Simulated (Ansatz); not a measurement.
Reaction (cleavage of the Al–P bond): `[F][AlH][PH2]` + H–F → `[F][AlH][F]` + PH₃

Program: Ansatz. Geometries: PBE0-D4/def2-TZVP. ΔE: electronic, gas phase. CBS: MP2 limit from def2 TZ/QZ plus the TZ coupled-cluster correction, frozen cores. This one scheme is used for every species. Each species was taken in one conformer, which may not be the lowest.

`[F][AlH][PH2]`:

Cartesian coordinates in Å:
```
F 1.757 0.923 -0.997
Al 0.240 0.844 -0.350
P -0.182 -0.860 1.157
H -0.773 1.988 -0.745
H -1.481 -1.069 0.617
H 0.440 -1.825 0.318
```

H–F:

Cartesian coordinates in Å:
```
F -0.225 0.106 -0.387
H 0.225 -0.106 0.387
```

`[F][AlH][F]`:

```xyz
4

F    -0.311   -1.266   -0.965
Al   -0.008   -0.001    0.032
F     0.697    1.331   -0.611
H    -0.378   -0.063    1.545
```

PH₃:

Z-matrix (Å, degrees):
```
P
H 1 1.420
H 1 1.420 2 93.1
H 1 1.420 2 93.1 3 93.3
```

| species | CCSD(T)/CBS(def2) energy (Eh) |
| --- | --- |
| `[F][AlH][PH2]` | -684.62569 |
| H–F | -100.39570 |
| `[F][AlH][F]` | -442.35155 |
| PH₃ | -342.72256 |

(1) Work out ΔE.

(2) What do rigid-rotor, harmonic-oscillator terms from PBE0-D4/def2-TZVP frequencies (298.15 K, 1 bar) make of the CCSD(T)/CBS value? (Best estimate.)

Largest T1 diagnostic among the species: 0.014.

Results:

(1) ΔE = (-442.35155) + (-342.72256) − (-684.62569) − (-100.39570) = -0.05272 Eh = -33.1 kcal/mol.

(2) Ansatz gave: ΔZPE = -0.1 kcal/mol, ΔH = -33.8 kcal/mol, ΔS = -5 J/(mol·K), ΔG = -33.5 kcal/mol.

From BLYP to BHLYP (50 % exact exchange), in def2-TZVPP and without D4, ΔE moves by −0.9 kcal/mol. The D4 term adds +1.1 kcal/mol with B3LYP and +0.6 kcal/mol with PBE0; it sums over pairs of atoms, weighted by their polarisabilities, and B3LYP, whose exchange is more repulsive, gets the larger term. Leaving LDA and LC-ωPBE aside and taking each functional with its dispersion term where it has one, the values, not all of them listed here, spread over 6.4 kcal/mol, from CAM-B3LYP-D4 to revPBE-D4.

B3LYP here is the variant with VWN-RPA as its local correlation; programs differ in this.
